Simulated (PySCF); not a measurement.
# Simulated absorption spectrum

2-methoxypropene, C₄H₈O.
Cartesian coordinates in Å at the GFN2-xTB level; atoms count from 1:
```
atom  x, y, z in Å
C1    -0.3894    1.3273   -0.5220
C2    -0.4339    0.0107   -0.3649
C3    -1.7072   -0.7810   -0.3337
O4     0.6419   -0.8164   -0.2097
C5     1.9222   -0.2387   -0.2087
H6    -1.2987    1.8864   -0.6361
H7     0.5223    1.8951   -0.5445
H8    -2.5671   -0.1309   -0.4542
H9    -1.7856   -1.3135    0.6122
H10   -1.6993   -1.5217   -1.1310
H11    2.6231   -1.0611   -0.0750
H12    2.0359    0.4759    0.6130
H13    2.1314    0.2686   -1.1561
```

Computed, not measured: TDDFT CAM-B3LYP/def2-SVPD, vertical, gas phase, core orbitals frozen in the response in PySCF.

Broadening: Gaussians 0.4 eV wide at half height, area fixed by f = 4.319×10⁻⁹ ∫ε dν̃. The width is an assumption, not a result. The curve ends short of the highest state used, and states not computed would add to its high-energy end.

(λ (nm), ε (L mol⁻¹ cm⁻¹)): (152.4, 2938), (155.0, 1639), (157.6, 917), (160.2, 501), (162.8, 607), (165.4, 2142), (168.0, 6893), (170.6, 14882), (173.2, 21059), (175.8, 19985), (178.4, 13138), (180.9, 6474), (183.5, 2603), (186.1, 1510), (188.7, 1715), (191.3, 2059), (193.9, 1987), (196.5, 1502), (199.1, 902), (201.7, 438), (204.3, 175), (206.9, 58), (209.5, 16), (212.1, 4)

**Question.** Where are the band maxima, and which computed states make them?

**Answer.** 192 nm (6.45 eV), ε about 2100, made up of S1 (100%); 174 nm (7.12 eV), ε about 22000, made up of S3 (97%) (ε in L mol⁻¹ cm⁻¹; maxima over ε = 5, shares over 10%). At its high-energy end, 8.13 eV, the curve is still rising (ε about 2900, from S5, S6 and S7). The states used: S1 6.45 eV (f 0.031); S2 7.11 eV (f 0.0086); S3 7.12 eV (f 0.311); S4 7.46 eV (f 0.0042); S5 7.96 eV (f 0.013); S6 8.28 eV (f 0.025); S7 8.32 eV (f 0.035); S8 8.73 eV (f 0.012).

**Question.** On this curve, what absorbance would a 10⁻³ mol/L sample give at 193 nm over a 1 cm path?

**Answer.** 193 nm is 6.424 eV, where ε is about 2100 L mol⁻¹ cm⁻¹, so A = ε c l ≈ 2.1 (Beer–Lambert, with the gas-phase spectrum and the assumed width).

**Question.** What would ε be at 7.12 eV, the highest of these maxima, with half the width (0.2 eV)?

**Answer.** About 43100 L mol⁻¹ cm⁻¹ against 21600, a factor of about 2.00; a lone state at its own centre would give exactly 2.

**Question.** Coming from long wavelengths, where does ε first pass 100 L mol⁻¹ cm⁻¹?

**Answer.** At about 206 nm (6.03 eV), 0.42 eV below S1.

Hardware: an x86-64 server with one thread (shared host). Cost: 18 s.

One conformer stands for the species.
